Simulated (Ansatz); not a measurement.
The same path of H2 + H6OSi2 (11 atoms, charge 0, multiplicity 1) was run twice with different band settings. Lost on the way: Si1–O2, H10–H11. Made: Si1–H10, O2–H11.

Theory: RKS PBE/def2-SVP (Ansatz 0.2.0).

Relaxed end points:

```xyz
11
Properties=species:S:1:pos:R:3
Si -0.338 0.447 -0.060
O -0.357 -0.200 1.488
Si -1.355 -0.394 2.822
H -2.377 -1.469 2.564
H -0.494 -0.787 3.986
H -2.072 0.895 3.130
H 1.095 0.579 -0.486
H -0.998 1.803 -0.068
H -1.069 -0.457 -1.017
H 1.839 -2.746 1.517
H 1.365 -2.140 1.538
```

```xyz
11
Properties=species:S:1:pos:R:3
Si 0.303 -0.014 -0.592
O 0.072 -0.284 2.543
Si -1.434 -0.702 3.184
H -2.031 -1.907 2.500
H -1.344 -1.005 4.658
H -2.308 0.495 2.969
H 0.453 0.059 -2.089
H 0.866 1.238 0.012
H -1.157 -0.155 -0.270
H 1.059 -1.221 -0.111
H 0.757 -0.972 2.610
```

Common settings: movable images 5; climbing image yes; optimiser quadratic models (default); start path through a guess of the saddle point; force threshold 0.05 eV/Å; iteration limit 60; end points relaxed.

| run | spring |
| --- | --- |
| 1 | 5.0 eV/Å² |
| 2 | 20.0 eV/Å² |

What does each run give, and how far can it be trusted?

Run 1: converged after 28 iterations, highest image 1.904 eV above the first end. Neighbouring images differ by up to 1.6 eV, so the band resolves the path poorly. A vibrational analysis at the climbing image gives one clearly imaginary mode, 1026i cm⁻¹, and a faint second one (27i cm⁻¹) that may be numerical noise or a soft torsion: probably a first-order saddle point.
Run 2: converged after 31 iterations, highest image 1.903 eV above the first end. Neighbouring images differ by up to 1.6 eV, so the band resolves the path poorly. Another band between the same ends (5 images) ends at a top of the same energy, where a vibrational analysis finds 1 clearly imaginary mode.
The orbitals stay closed-shell, which can raise the energy where a bond breaks towards radicals; this wasn't checked here.
